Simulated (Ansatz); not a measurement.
**Hydrogen fluoride (HF): how energies converge with the basis set**

One table from this session's results is given with a row withheld; the runs are named, their logs left out.

The runs use Ansatz 0.2.0, Gaussian basis; one geometry, several basis sets.

Plan: PBE0-D4/def2-SVP; ωB97M-V/def2-SVP; PBE0-D4/def2-QZVPP; ωB97M-V/def2-QZVPP; CCSD(T)/cc-pV(D+d)Z; CCSD(T)/cc-pV(T+d)Z; CCSD(T)/cc-pV(Q+d)Z; the functionals' def2-TZVPP values are taken from earlier runs.

### Structure used throughout

All runs share one geometry, relaxed beforehand with PBE0-D4 in a triple-zeta def2 set.

SMILES `F`, 2 atoms, charge 0, spin multiplicity 1.

Atoms are counted from 1 here; the program's logs count them from 0.

Bond lengths: F1–H2 0.920 Å.

Set-up of the first run:

Input file in.yaml:

```yaml
crystal:
  periodic: [false, false, false]
  atoms:
    - {symbol: F, position_ang: [-0.390046, 0.144557, -0.196350]}
    - {symbol: H, position_ang: [0.390046, -0.144557, 0.196350]}
basis:
  gaussian: {orbitals: def2-SVP}
hamiltonian: {xc: pbe0, dispersion: d4}
output: {orbitals: {seedname: orbitals}}
```

Started as:

```sh
> ansatz run in.yaml --threads 2 --pin off --events-out ev --progress --plain --max-ram 32768MiB --backend cpu
```

Steps of the session up to this table: PBE0-D4 in def2-SVP; ωB97M-V in def2-SVP; PBE0-D4 in def2-QZVPP; ωB97M-V in def2-QZVPP.

One of the session's tables, all rows but one given; the rest of the session is left out.

| functional | basis | HOMO (eV) | LUMO (eV) |
| --- | --- | --- | --- |
| PBE0-D4 | def2-SVP | -10.91 | 1.77 |
| PBE0-D4 | def2-TZVPP | ? | ? |
| PBE0-D4 | def2-QZVPP | -11.79 | 0.44 |
| ωB97M-V | def2-SVP | -13.47 | 3.38 |
| ωB97M-V | def2-TZVPP | -14.24 | 2.26 |
| ωB97M-V | def2-QZVPP | -14.39 | 1.70 |

Estimate the missing values for PBE0-D4, def2-TZVPP.

As computed: HOMO (eV): -11.65; LUMO (eV): 0.84. In the column «HOMO (eV)» it lies between PBE0-D4, def2-QZVPP (-11.79) and PBE0-D4, def2-SVP (-10.91).
